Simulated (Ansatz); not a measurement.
Input file for Ansatz (a first-principles code): R-wB97X-V/def2-TZVPPD on C10H22 (a complex). Files ending in .json are basis or fitting sets from the Basis Set Exchange.

Ansatz 0.2 input:
```yaml
crystal:
  periodic: [false, false, false]
  atoms:
    - {symbol: C, position_ang: [0.77033139, -1.07679545, -4.01565432]}
    - {symbol: H, position_ang: [0.82397339, -1.17679445, -5.10140532]}
    - {symbol: H, position_ang: [1.46181939, -1.79891245, -3.58367132]}
    - {symbol: C, position_ang: [1.08730439, 0.37020955, -3.60372932]}
    - {symbol: H, position_ang: [1.80855939, 0.83540155, -4.27293832]}
    - {symbol: H, position_ang: [1.52598739, 0.38508155, -2.60630732]}
    - {symbol: C, position_ang: [-0.27414161, 1.11094655, -3.60041432]}
    - {symbol: H, position_ang: [-0.28766061, 1.94611955, -4.29806832]}
    - {symbol: H, position_ang: [-0.47838661, 1.52225255, -2.61240732]}
    - {symbol: C, position_ang: [-1.32829661, 0.04906855, -3.96408232]}
    - {symbol: H, position_ang: [-1.50314361, 0.05049955, -5.04139632]}
    - {symbol: H, position_ang: [-2.28631661, 0.22329755, -3.47623332]}
    - {symbol: C, position_ang: [-0.67646261, -1.27481145, -3.56708432]}
    - {symbol: H, position_ang: [-1.15402161, -2.14237045, -4.02039832]}
    - {symbol: H, position_ang: [-0.71560161, -1.40002645, -2.48317132]}
    - {symbol: C, position_ang: [0.08122939, 0.15819055, 3.64404668]}
    - {symbol: C, position_ang: [-0.01511561, 0.00610455, 5.15968768]}
    - {symbol: H, position_ang: [0.97743139, -0.00936145, 5.61204468]}
    - {symbol: H, position_ang: [-0.57403961, 0.83398955, 5.59812268]}
    - {symbol: H, position_ang: [-0.52227961, -0.92256145, 5.42503668]}
    - {symbol: C, position_ang: [0.79528239, 1.46509555, 3.30842168]}
    - {symbol: H, position_ang: [0.87680139, 1.59859455, 2.22873968]}
    - {symbol: H, position_ang: [0.25180939, 2.31978455, 3.71392368]}
    - {symbol: H, position_ang: [1.80288639, 1.47574655, 3.72665468]}
    - {symbol: C, position_ang: [-1.32378261, 0.17801555, 3.04672768]}
    - {symbol: H, position_ang: [-1.28685161, 0.29520555, 1.96287868]}
    - {symbol: H, position_ang: [-1.90608261, 1.00543855, 3.45507368]}
    - {symbol: H, position_ang: [-1.85368561, -0.74977145, 3.26805668]}
    - {symbol: C, position_ang: [0.86912839, -1.01529445, 3.06670868]}
    - {symbol: H, position_ang: [0.37390839, -1.96228445, 3.28695168]}
    - {symbol: H, position_ang: [0.96397139, -0.92811145, 1.98357368]}
    - {symbol: H, position_ang: [1.87384639, -1.05269845, 3.49045768]}
basis:
  gaussian:
    orbitals: def2-TZVPPD.json
hamiltonian:
  xc: {name: wB97X-V}
scf: {lower_state_search: off}
```

The head of its log:

```
WARN ansatz: RAYON_NUM_THREADS=4 ignored (pool sized by the plan → 4); use --threads N
Functional definition: wB97X-V
these checks for a lower state are left out or cut short: stability, starts, cluster_reference, orbital_swaps, neighbouring_geometries, increment
integrals: 2.53 GiB planned
3038 factors; their error is unknown
integrals: 2.58 GiB planned
1041 factors; integrals over basis functions are off by at most 9.7e-6 eV
mean field: 8.50 GiB planned
mean field evaluation 1: about -10719.0905 eV, gradient 7.3e1 eV
mean field evaluation 2: about -10724.1359 eV, gradient 5.6e1 eV
```

### Question
What total energy does the run end on?

### Answer
-394.3651 hartree.
